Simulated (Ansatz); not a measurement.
**SiH4S (sulfanylsilane): levels of theory compared**

Wanted: a comparison of 6 runs (r2SCAN0/STO-3G, wB97M-V/STO-3G, RPA@PBE/STO-3G, MP2/STO-3G, UMP2/STO-3G, CCSDT/STO-3G) of SiH4S (sulfanylsilane). 

The calculation is run with Ansatz 0.2.0.

45 further runs of the same task are left out: 1 that didn't finish, 44 set aside as unsound or not needed.

## (1) The system as given

SiH4S has 6 atoms, charge 0, and is taken as a singlet. SMILES: `[SiH3]S`. The H6–S2 distance was set to 2.015 Å, away from the relaxed value. At this shape a bond of the SMILES string is far longer than usual.

Bond lengths: Si1–S2 2.137 Å, Si1–H3 1.485 Å, Si1–H4 1.482 Å, Si1–H5 1.485 Å. Angles: S2–Si1–H3 111.6°, S2–Si1–H4 104.8°, S2–Si1–H5 111.6°, H3–Si1–H4 110.0°, H3–Si1–H5 108.8°, H4–Si1–H5 110.0°. A long bond or contact: S2–H6 2.015 Å.

## (2) The energy at r2SCAN0/STO-3G (run 1)

The input, molecule.yaml:

```yaml
crystal:
  periodic: [false, false, false]
  atoms:
    - {symbol: Si, position_ang: [0.020798, -0.901342, -0.525749]}
    - {symbol: S, position_ang: [1.097898, -0.650542, 1.303051]}
    - {symbol: H, position_ang: [-1.439202, -0.712242, -0.331349]}
    - {symbol: H, position_ang: [0.299198, -2.296242, -0.942249]}
    - {symbol: H, position_ang: [0.490398, 0.043258, -1.570849]}
    - {symbol: H, position_ang: [0.526100, 1.263300, 1.572300]}
basis:
  gaussian: {orbitals: STO-3G}
hamiltonian: {xc: {name: r2SCAN0}}
accuracy: high
```

Launch:

```sh
$ ansatz run molecule.yaml --threads 1 --pin off --max-ram 2610MiB --events-out events.jsonl --progress --plain --runs-dir runs
```

What it wrote:

```text
Warning: RAYON_NUM_THREADS=1 ignored (pool sized by the plan → 1); use --threads N
Functional definition: r2SCAN0
  name "r2SCAN0"
  parameter a = 0.25
  parameter k0 = 0.174
  parameter k1 = 0.065
  parameter a1 = 4.9479
  exchange = (1 - a)*r2scan_x(k0 = k0, k1 = k1, a1 = a1) + a*exact_x
  correlation = r2scan_c
388 factors; integrals over basis functions are off by at most 1.9e-8 eV
mean field evaluation 1: about -18562.2970 eV, gradient 1.4e1 eV
mean field evaluation 2: about -18562.6048 eV, gradient 1.1e1 eV
mean field evaluation 4: about -18563.0492 eV, gradient 2.3e-1 eV
mean field evaluation 8: about -18562.9867 eV, gradient 3.0e-3 eV
mean field evaluation 16: about -18562.9867 eV, gradient 4.0e-8 eV
mean field -18562.98668975 eV, -682.1771784039 hartree, gradient 4.0e-8 eV, S^2 0.000000; 0 other end points of the search recorded, 0 dependent functions left out
reference -18562.98669009 eV, -682.1771784164 hartree; 17, 17 occupied and 5, 5 virtual orbitals, 388 factors
Total energy: -18562.98669009 eV, -682.1771784164 hartree
```

Wall time 2.5 s (1 thread of Arm Neoverse V2, shared host); peak memory 0.15 GiB.

## (3) A single-point energy at wB97M-V/STO-3G (run 2)

The input, job.yaml:

```yaml
crystal:
  periodic: [false, false, false]
  atoms:
    - {symbol: Si, position_ang: [0.020798, -0.901342, -0.525749]}
    - {symbol: S, position_ang: [1.097898, -0.650542, 1.303051]}
    - {symbol: H, position_ang: [-1.439202, -0.712242, -0.331349]}
    - {symbol: H, position_ang: [0.299198, -2.296242, -0.942249]}
    - {symbol: H, position_ang: [0.490398, 0.043258, -1.570849]}
    - {symbol: H, position_ang: [0.526100, 1.263300, 1.572300]}
basis:
  gaussian:
    orbitals: STO-3G
hamiltonian:
  xc: {name: wB97M-V}
accuracy: high
```

Launch:

```sh
$ ansatz run job.yaml --threads 1 --pin off --max-ram 2610MiB --events-out events.jsonl --progress --plain --runs-dir runs
```

What it wrote, shortened:

```text
Warning: RAYON_NUM_THREADS=1 ignored (pool sized by the plan → 1); use --threads N
Functional definition: wB97M-V
  name "wB97M-V"
[...]
  gx(w, u) = 1 - cx + cx01*u + cx10*w
  gss(w, u) = css00 + css04*u^4 + css10*w + css20*w^2 + css43*w^4*u^3
  gos(w, u) = cos00 + cos10*w + (cos20 + cos21*u)*w^2 + (cos60 + cos61*u)*w^6
[...]
      + integral(e_c_pw_mod_opposite_spin*gos(b97_w_opposite, b97_u_opposite)) + vv10(b, c)
388 factors; integrals over basis functions are off by at most 1.9e-8 eV
159 factors; integrals over basis functions are off by at most 9.8e-10 eV
[...]
mean field -18565.12940428 eV, -682.2559217104 hartree, gradient 5.2e-8 eV, S^2 0.000000; 0 other end points of the search recorded, 0 dependent functions left out
reference -18565.12940698 eV, -682.2559218098 hartree; 17, 17 occupied and 5, 5 virtual orbitals, 388 factors
Total energy: -18565.12940698 eV, -682.2559218098 hartree
```

Run time: 20 s. Hardware: 1 thread of Arm Neoverse V2, shared host; peak memory 0.3 GiB.

Run 3 isn't shown in full; the table further down has it.

## (4) The energy at MP2/STO-3G (run 4)

The input, run.yaml:

```yaml
crystal:
  periodic: [false, false, false]
  atoms:
    - {symbol: Si, position_ang: [0.020798, -0.901342, -0.525749]}
    - {symbol: S, position_ang: [1.097898, -0.650542, 1.303051]}
    - {symbol: H, position_ang: [-1.439202, -0.712242, -0.331349]}
    - {symbol: H, position_ang: [0.299198, -2.296242, -0.942249]}
    - {symbol: H, position_ang: [0.490398, 0.043258, -1.570849]}
    - {symbol: H, position_ang: [0.526100, 1.263300, 1.572300]}
basis:
  gaussian: {orbitals: STO-3G}
correlation: {method: mp2, frozen_orbitals: {H: 0, S: 5, Si: 5}}
accuracy: high
```

Launch:

```sh
$ ansatz run run.yaml --threads 1 --pin off --max-ram 2610MiB --events-out events.jsonl --progress --plain --runs-dir runs
```

What it wrote:

```text
Warning: RAYON_NUM_THREADS=1 ignored (pool sized by the plan → 1); use --threads N
Functional definition: HF
  name "HF"
  exchange = exact_x
  correlation = 0
388 factors; integrals over basis functions are off by at most 1.9e-8 eV
mean field evaluation 1: about -18528.9376 eV, gradient 1.5e1 eV
mean field evaluation 2: about -18528.9384 eV, gradient 1.5e1 eV
mean field evaluation 4: about -18530.1052 eV, gradient 7.1e-1 eV
mean field evaluation 8: about -18530.1075 eV, gradient 1.3e-6 eV
mean field -18530.10746388 eV, -680.9688891398 hartree, gradient 5.4e-8 eV, S^2 0.000000; 0 other end points of the search recorded, 0 dependent functions left out; unrestricted orbitals would lower it
mean field evaluation 16: about -18531.0093 eV, gradient 4.0e-2 eV
10 core orbitals not correlated: weight in the atoms' cores, before any rotation towards them, 1.000 or more for the frozen orbitals, at most 0.000 for the correlated occupied ones
reference -18530.10746388 eV, -680.9688891398 hartree; 7, 7 occupied and 5, 5 virtual orbitals, 388 factors
second order -2.54626649 eV of doubles, -0.00000000 eV of singles
Total energy: -18532.65373037 eV, -681.0624627072 hartree
```

Wall time 0.12 s (1 thread of Arm Neoverse V2, shared host).

Run 5 isn't shown in full; the table further down has it.

## (5) The energy at CCSDT/STO-3G (run 6)

The input, job.yaml:

```yaml
crystal:
  periodic: [false, false, false]
  atoms:
    - symbol: Si
      position_ang: [0.020798, -0.901342, -0.525749]
    - symbol: S
      position_ang: [1.097898, -0.650542, 1.303051]
    - symbol: H
      position_ang: [-1.439202, -0.712242, -0.331349]
    - symbol: H
      position_ang: [0.299198, -2.296242, -0.942249]
    - symbol: H
      position_ang: [0.490398, 0.043258, -1.570849]
    - symbol: H
      position_ang: [0.526100, 1.263300, 1.572300]
basis:
  gaussian:
    orbitals: STO-3G
correlation:
  method: ccsdt
  frozen_orbitals: {H: 0, S: 5, Si: 5}
accuracy: high
scf:
  omitted_lower_state_checks: [cluster_reference, increment]
```

Launch:

```sh
$ ansatz run job.yaml --threads 1 --pin off --max-ram 2610MiB --events-out events.jsonl --progress --plain --runs-dir runs
```

What it wrote, shortened:

```text
Warning: RAYON_NUM_THREADS=1 ignored (pool sized by the plan → 1); use --threads N
[... 2 set-up lines as earlier in the session ...]
[...]
388 factors; integrals over basis functions are off by at most 1.9e-8 eV
[...]
mean field -18530.10746388 eV, -680.9688891398 hartree, gradient 5.4e-8 eV, S^2 0.000000; 0 other end points of the search recorded, 0 dependent functions left out; unrestricted orbitals would lower it
10 core orbitals not correlated: weight in the atoms' cores, before any rotation towards them, 1.000 or more for the frozen orbitals, at most 0.000 for the correlated occupied ones
reference -18530.10746388 eV, -680.9688891398 hartree; 7, 7 occupied and 5, 5 virtual orbitals, 388 factors
second order -2.54626649 eV of doubles, -0.00000000 eV of singles
cycle   1  -3.37780059 eV  change   -8.3e-1 eV  update   1.0e-1
[...]
cycle  28  -3.98123528 eV  change   6.2e-10 eV  update  7.3e-10
Total energy: -18534.08869917 eV, -681.1151968378 hartree
Checks for a lower state left out: cluster_reference, increment
```

Wall time 0.24 s (1 thread of Arm Neoverse V2, shared host).

## (6) Overview of the runs

| run | level | frozen core orbitals | energy (Eh) | wall time |
| --- | --- | --- | --- | --- |
| 1 | r2SCAN0/STO-3G | – | -682.177178 | 2.5 s |
| 2 | wB97M-V/STO-3G | – | -682.255922 | 20 s |
| 3 | RPA@PBE/STO-3G | 10 | -681.162496 | 1.6 s |
| 4 | MP2/STO-3G | 10 | -681.062463 | 0.12 s |
| 5 | UMP2/STO-3G | 10 | -681.056889 | 0.26 s |
| 6 | CCSDT/STO-3G | 10 | -681.115197 | 0.24 s |

## (7) What came out

| quantity | value |
| --- | --- |
| run 6: total energy | -681.11520 Eh |
| run 6: correlation energy (10 core orbitals frozen) | -146.3 mEh |
| run 6: T1 diagnostic | 0.009 |

Totals of different functionals can't be ranked against each other. In runs 4, 6 the log says that unrestricted orbitals would lower the reference, so the values rest on an unstable closed-shell determinant (other closed-shell runs at this shape may share the fault). In runs 1, 2, 3, 4, 5, 6 the basis is minimal, so the values are rough. Spin contamination of the reference: run 5 ⟨S²⟩ = 0.66. Where it is this large, the reference is a mixture of spin states, and values that rest on it are in doubt. All runs together took 24 s, the longest 20 s.
